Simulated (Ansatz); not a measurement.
Take Sn in the diamond structure (space group Fd-3m, No. 227; a = 6.567 Å) as the base.

Calculations: plane-wave PAW DFT at the r2SCAN level (Ansatz, a first-principles code, 500 eV), without spin-orbit coupling.

Perturbation: Ge takes the place of Sn on all its sites, then cell and atoms are relaxed.

Measured lattice parameter a: Sn 6.477 Å (static lattice; corrected from measurement; as listed in Daniel Mejia-Rodriguez, S. B. Trickey, Phys. Rev. B (2018)); Ge 5.644 Å (static lattice; corrected from measurement; as listed in Daniel Mejia-Rodriguez, S. B. Trickey, Phys. Rev. B (2018)).

### Question
How well does r2SCAN reproduce the measured shift?

### Answer
With r2SCAN the lattice parameter a moves by -0.892 Å (6.567 → 5.674) against -0.833 Å measured.

Whether these cells are dynamically stable was not tested.
